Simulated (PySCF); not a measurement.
## Level sweep

Compound: C5H5N.
Cartesian coordinates in Å at the PBE0-D3(BJ)/def2-SVP level; atoms count from 1:
```xyz
11
C5H5N angstrom
N      3.0877    0.2903    0.4954
C      1.9499    0.1395    0.3235
C      0.5580   -0.0124    0.0920
C     -0.3596   -0.9243    0.4745
C     -1.4886   -0.2388   -0.2463
C     -0.4365    0.8185   -0.6921
H     -0.2998   -1.8284    1.0845
H     -2.2960    0.1476    0.3972
H     -1.9470   -0.8163   -1.0658
H     -0.6003    1.8370   -0.3076
H     -0.2508    0.8705   -1.7760
```

PySCF, dipoles from the SCF density, polarisabilities from static response with core orbitals frozen. Geometry: PBE0-D3(BJ)/def2-SVP; no solvent, vibrations or thermal averaging.

Q: Compare the levels for these properties.

A: 

| level | μ (D) | α (au) | anisotropy (au) |
| --- | --- | --- | --- |
| LDA/def2-SVPD | 4.592 | 65.35 | 43.04 |
| PBE/def2-SVPD | 4.449 | 64.78 | 42.91 |
| B3LYP/def2-SVPD | 4.516 | 63.45 | 41.12 |
| PBE0/def2-SVPD | 4.528 | 62.74 | 40.62 |
| BHandHLYP/def2-SVPD | 4.616 | 61.63 | 39.20 |
| CAM-B3LYP/def2-SVPD | 4.555 | 62.32 | 39.37 |
| wB97X-D/def2-SVPD | 4.577 | 62.60 | 39.53 |
| LC-wPBE/def2-SVPD | 4.537 | 60.58 | 37.66 |
| HF/def2-SVPD | 4.784 | 60.39 | 37.78 |
| PBE0/6-31G* | 4.369 | 53.47 | 42.85 |
| PBE0/def2-SVP | 4.312 | 54.89 | 40.71 |
| PBE0/6-31+G* | 4.619 | 60.12 | 43.57 |
| PBE0/aug-cc-pVDZ | 4.550 | 64.41 | 41.85 |
| PBE0/def2-TZVP | 4.520 | 61.43 | 42.31 |
| PBE0/def2-TZVPD | 4.546 | 64.38 | 41.49 |

The anisotropy is √(½[(α1 − α2)² + (α2 − α3)² + (α3 − α1)²]). The dipole runs from 4.31 D (PBE0/def2-SVP) to 4.78 D (HF/def2-SVPD). No reference polarisability is at hand; against PBE0 in the largest diffuse basis at hand (def2-TZVPD) the other PBE0 rows deviate by 6-31G* -17%, def2-SVP -15%, 6-31+G* -7%, def2-SVPD -3%, aug-cc-pVDZ 0%, def2-TZVP -5%. In one basis (def2-SVPD) the functionals order the polarisability from HF (lowest) to LDA (highest), a spread of 8%. With PBE0 the polarisability is 56.59 au without diffuse functions (mean of 6-31G*, def2-SVP and def2-TZVP) and 62.91 au with them (mean of 6-31+G*, def2-SVPD, aug-cc-pVDZ and def2-TZVPD).
